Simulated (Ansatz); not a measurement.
Input file:

```yaml
crystal:
  periodic: [false, false, false]
  atoms:
    - {symbol: Ge, position_ang: [0.000000, 0.000000, 0.000000]}
    - {symbol: F, position_ang: [0.000000, 0.000000, 1.676300]}
basis:
  gaussian: {orbitals: cc-pVDZ}
total_charge: 1
hamiltonian: {xc: {name: revPBE}}
```

```sh
$ ansatz run in.yaml --threads 1 --pin off --events-out ev --progress --plain --max-ram 2393MiB
```

Log:

```
460 factors; integrals over basis functions are off by at most 9.0e-4 eV
mean field evaluation 1: about -59203.0856 eV, gradient 1.0e2 eV
mean field evaluation 2: about -58948.1547 eV, gradient 2.4e2 eV
mean field evaluation 4: about -59221.0497 eV, gradient 8.9e0 eV
mean field evaluation 8: about -59221.3094 eV, gradient 4.7e-1 eV
mean field evaluation 16: about -59221.3075 eV, gradient 4.1e-5 eV
mean field -59221.30753764 eV, -2176.3429103644 hartree, gradient 4.1e-5 eV, S^2 0.000000; 0 other end points of the search recorded, 0 dependent functions left out
reference -59221.30756592 eV, -2176.3429114037 hartree; 20, 20 occupied and 21, 21 virtual orbitals, 460 factors
Total energy: -59221.30756592 eV, -2176.3429114037 hartree
```

Ran on 1 thread of Intel Xeon Platinum 8259CL, shared host: 0.81 s wall, 0.15 GiB peak host memory.
